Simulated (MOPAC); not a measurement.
MOPAC input (AM1):

```
AM1 1SCF CHARGE=1 GEO-OK AUX(PRECISION=9) THREADS=1
C4H5N2

C     1.20020200 1   -0.64852800 1   -0.06147200 1
C     1.12101800 1    0.73030300 1    0.06237500 1
N    -0.10174700 1    1.27932100 1    0.11498700 1
C    -1.22243200 1    0.54483500 1    0.05223600 1
C    -1.08267500 1   -0.82920200 1   -0.07134900 1
N     0.11220200 1   -1.41077700 1   -0.12680300 1
H     2.16444900 1   -1.13843600 1   -0.10806800 1
H     1.97500600 1    1.38923000 1    0.11909000 1
H    -0.18200200 1    2.28841500 1    0.20568600 1
H    -2.16989300 1    1.06119000 1    0.10115700 1
H    -1.95742000 1   -1.46465300 1   -0.12590100 1
```

From the output:

```
                                                       MOPAC v23.2.5 Linux

          FINAL HEAT OF FORMATION =        213.47265 KCAL/MOL =     893.16958 KJ/MOL

          COSMO AREA              =        113.20 SQUARE ANGSTROMS
          COSMO VOLUME            =        100.37 CUBIC ANGSTROMS

          IONIZATION POTENTIAL    =         16.064686 EV
          HOMO LUMO ENERGIES (EV) =        -16.065 -6.374
          NO. OF FILLED LEVELS    =         15
          MOLECULAR WEIGHT        =         81.0969         POINT GROUP:  C2v

          MOLECULAR DIMENSIONS (Angstroms)

            Atom       Atom       Distance
            H    10    H     7     4.86504
            H    11    H     8     4.33788
            N     6    H     9     0.00000

          SCF CALCULATIONS        =          1

   ATOM   CHEMICAL          X               Y               Z
  NUMBER   SYMBOL      (ANGSTROMS)     (ANGSTROMS)     (ANGSTROMS)

     1       C          1.20020200  *  -0.64852800  *  -0.06147200  *
     2       C          1.12101800  *   0.73030300  *   0.06237500  *
     3       N         -0.10174700  *   1.27932100  *   0.11498700  *
     4       C         -1.22243200  *   0.54483500  *   0.05223600  *
     5       C         -1.08267500  *  -0.82920200  *  -0.07134900  *
     6       N          0.11220200  *  -1.41077700  *  -0.12680300  *
     7       H          2.16444900  *  -1.13843600  *  -0.10806800  *
     8       H          1.97500600  *   1.38923000  *   0.11909000  *
     9       H         -0.18200200  *   2.28841500  *   0.20568600  *
    10       H         -2.16989300  *   1.06119000  *   0.10115700  *
    11       H         -1.95742000  *  -1.46465300  *  -0.12590100  *

                             CARTESIAN COORDINATES

   1    C        1.200202000    -0.648528000    -0.061472000
   2    C        1.121018000     0.730303000     0.062375000
   3    N       -0.101747000     1.279321000     0.114987000
   4    C       -1.222432000     0.544835000     0.052236000
   5    C       -1.082675000    -0.829202000    -0.071349000
   6    N        0.112202000    -1.410777000    -0.126803000
   7    H        2.164449000    -1.138436000    -0.108068000
   8    H        1.975006000     1.389230000     0.119090000
   9    H       -0.182002000     2.288415000     0.205686000
  10    H       -2.169893000     1.061190000     0.101157000
  11    H       -1.957420000    -1.464653000    -0.125901000

           Empirical Formula: C4 H5 N2  =    11 atoms

      MOLECULAR POINT GROUP   :   C2v

                  EIGENVALUES
 -48.11272 -41.93414 -38.30118 -32.13932 -31.21772 -26.09929 -24.29890 -23.02046
 -21.80050 -21.21463 -20.74332 -19.01665 -18.25556 -16.32108 -16.06469  -6.37423
  -5.76521  -4.35633  -3.03300  -2.40537  -2.22150  -2.06604  -1.65305  -1.39617
  -0.96266  -0.66548  -0.31370  -0.11301   1.11704

              NET ATOMIC CHARGES AND DIPOLE CONTRIBUTIONS

  ATOM NO.   TYPE          CHARGE      No. of ELECS.   s-Pop       p-Pop
    1          C          -0.039221        4.0392     1.24552     2.79370
    2          C          -0.041913        4.0419     1.24993     2.79198
    3          N          -0.032545        5.0325     1.43408     3.59846
    4          C          -0.041913        4.0419     1.24993     2.79198
    5          C          -0.039221        4.0392     1.24552     2.79370
    6          N          -0.016296        5.0163     1.70380     3.31249
    7          H           0.230269        0.7697     0.76973
    8          H           0.224230        0.7758     0.77577
    9          H           0.302111        0.6979     0.69789
   10          H           0.224230        0.7758     0.77577
   11          H           0.230269        0.7697     0.76973
 DIPOLE           X         Y         Z       TOTAL
 POINT-CHG.    -0.250     3.139     0.282     3.161
 HYBRID        -0.120     1.514     0.136     1.525
 SUM           -0.370     4.652     0.418     4.686

          ATOMIC ORBITAL ELECTRON POPULATIONS

     Atom    s        px        py        pz
    1  C   1.24552   1.01961   0.87682   0.89727
    2  C   1.24993   0.88007   0.98654   0.92538
    3  N   1.43408   1.07190   1.16433   1.36223
    4  C   1.24993   0.91599   0.95079   0.92520
    5  C   1.24552   0.99475   0.90157   0.89739
    6  N   1.70380   0.97053   1.34759   0.99438
    7  H   0.76973
    8  H   0.77577
    9  H   0.69789
   10  H   0.77577
   11  H   0.76973

 **********************
 *                    *
 * JOB ENDED NORMALLY *
 *                    *
 **********************

 == MOPAC DONE ==
```

The dipole moment of an ion depends on the origin.

The geometry given is a B3LYP-D3(BJ)/def2-TZVP minimum.
